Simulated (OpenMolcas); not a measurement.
**Exact exchange and the electronic atomisation energy of NOF**

NOF: 3 atoms, total charge 0, spin state singlet. As SMILES, `O=NF`. The coordinates come from a PBE0-D4/def2-TZVP relaxation.

The electronic atomisation energy y, in eV, basis def2-TZVPP; a is the functional's share of exact exchange. Programs: OpenMolcas 26.06.

| functional | program | a | y (eV) |
| --- | --- | --- | --- |
| revPBE | OpenMolcas | 0 | 10.10 |
| r2SCAN | OpenMolcas | 0 | 9.51 |
| B3LYP | OpenMolcas | 0.2 | ? |
| PBE0 | OpenMolcas | 0.25 | 9.33 |
| BHLYP | OpenMolcas | 0.5 | 7.67 |

Question: Fit y = c + s·a to the known rows and predict B3LYP.

Answer: 
1. Means of the 4 rows: a = 0.1875, y = 9.152.
2. Σ(Δa)² = 0.17188, Σ(Δa·Δy) = -0.69687, so the slope is -0.69687/0.17188 = -4.0544.
3. Intercept: 9.152 − (-4.0544) × 0.1875 = 9.912. The largest residual of the fit is 0.43.
4. B3LYP: 9.912 + (-4.0544) × 0.2 = 9.10 eV.

The run gave 9.39 eV, so the prediction is off by -0.29 eV, within the scatter of the fit. The rows mix families of semi-local functionals, which the line can't see.
